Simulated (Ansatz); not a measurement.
## [BH2···H···SiH3], doublet along the distance B1-H4

Starting geometry:

```json
{"atom": "B", "x (Å)": "-2.3948", "y (Å)": "0.0000", "z (Å)": "0.0000"}
{"atom": "H", "x (Å)": "-2.9915", "y (Å)": "1.0336", "z (Å)": "0.0000"}
{"atom": "H", "x (Å)": "-2.9915", "y (Å)": "-1.0336", "z (Å)": "0.0000"}
{"atom": "H", "x (Å)": "-1.2013", "y (Å)": "0.0000", "z (Å)": "0.0000"}
{"atom": "Si", "x (Å)": "1.0212", "y (Å)": "0.0000", "z (Å)": "0.0000"}
{"atom": "H", "x (Å)": "1.4712", "y (Å)": "-1.4163", "z (Å)": "0.0000"}
{"atom": "H", "x (Å)": "1.4712", "y (Å)": "0.7081", "z (Å)": "-1.2265"}
{"atom": "H", "x (Å)": "1.4712", "y (Å)": "0.7081", "z (Å)": "1.2265"}
```

From there H4 is moved from one fragment to the other while all else, the fragments' distance too, stays fixed; atoms are numbered as listed. Energies are in eV, counted from the starting geometry at the same level.

Basis cc-pVDZ; Ansatz 0.2.0. Correlated methods freeze the noble-gas cores. R marks a restricted (for open shells ROHF) determinant, U an unrestricted one.

For open shells CISD is restricted-active-space CI with the open shells as a complete middle space.

Full CI isn't at hand for all of this; UCCSDT(Q) serves as the reference, and is uncertain by about the last step of the cluster series. The frozen core follows each run's orbitals, which can shift R against U totals by a few meV.

```tsv
distance B1-H4 (Å)	UCCSDT(Q)	error RHF	error UMP2	error CISD	error UCCSD(T)	error BCCD(T)	error RCCSDT
1.194	0.000	0.000	0.000	0.000	0.000	0.000	0.000
1.305	0.106	0.083	0.017	0.026	0.002	0.002	0.000
1.529	0.573	0.285	0.067	0.084	0.007	0.006	0.002
1.752	0.715	0.159	0.056	0.065	0.006	0.005	0.001
1.976	0.706	-0.072	0.010	-0.007	0.001	0.001	0.000
```

Errors are those of relative energies. In total energy the starting point itself misses UCCSDT(Q) by: RHF 6.825, UMP2 1.531, CISD 0.727, UCCSD(T) 0.032, BCCD(T) 0.032, RCCSDT 0.003 eV.

Spread of the error over the points with a reference, to 1.976 Å (largest less smallest): RCCSDT 0.002, BCCD(T) 0.006, UCCSD(T) 0.007, UMP2 0.067, CISD 0.091, RHF 0.357 eV.
